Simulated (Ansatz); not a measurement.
Two shapes of singlet PH3.

Shape 1:

```xyz
4

P     0.0274   -0.0371    0.1495
H     1.1948   -0.0001   -0.6009
H    -0.6180    1.0376   -0.6968
H    -0.6345   -1.0155   -0.6784
```

Shape 2:

```xyz
4

P     0.0000    0.0000    0.1198
H     1.1008    0.0000   -0.5988
H    -0.5504    0.9533   -0.5988
H    -0.5504   -0.9533   -0.5988
```

Basis set: 6-31G* (spherical functions). Correlated methods keep 5 orbitals frozen. Charge 0, multiplicity 1.

Computed with Ansatz (development build ahead of 0.2.0); each method stands on the lowest determinant of its kind that the runs found.

Problem. Which shape is lower in energy, and by how much in each method?

Solution.

```csv
method,E(2) − E(1) (eV)
RHF,0.176
RHF-MP2,0.281
```

Shape 1 is lower.
